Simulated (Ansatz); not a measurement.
`NCSCF` and `NCOCF` differ in one element.

Ansatz, PBE0-D4/def2-TZVP geometries, multiplicity 1. Each molecule was computed in one conformer, which needn't be the lowest.

```
                                        property  `NCSCF`
           LUMO energy (ωB97M-V/def2-TZVPP) / eV     2.21
            HOMO–LUMO gap (PBE0/def2-TZVPP) / eV     7.36
              HOMO energy (PBE0/def2-TZVPP) / eV    -6.80
               LUMO energy (PBE/def2-TZVPP) / eV    -0.38
         HOMO–LUMO gap (ωB97M-V/def2-TZVPP) / eV    11.26
size of the dipole moment (B3LYP/def2-TZVPP) / D     2.08
```

(1) What does the change do to each property? (Best estimate.)

Answers

(1) Ansatz gave: 
```csv
property,`NCOCF`,shift
LUMO energy (ωB97M-V/def2-TZVPP) / eV,2.58,0.37
HOMO–LUMO gap (PBE0/def2-TZVPP) / eV,8.95,1.59
HOMO energy (PBE0/def2-TZVPP) / eV,-7.75,-0.95
LUMO energy (PBE/def2-TZVPP) / eV,0.36,0.74
HOMO–LUMO gap (ωB97M-V/def2-TZVPP) / eV,12.76,1.50
size of the dipole moment (B3LYP/def2-TZVPP) / D,1.61,-0.47
```

With PBE0 the HOMO falls by 0.95 eV and the LUMO rises by 0.64 eV, so the gap widens by about 1.59 eV. PBE moves the HOMO by -0.72 eV and ωB97M-V by -1.13 eV. Dipoles are sizes alone; their direction can turn.

B3LYP here is the variant with VWN-RPA as its local correlation; programs differ in this.
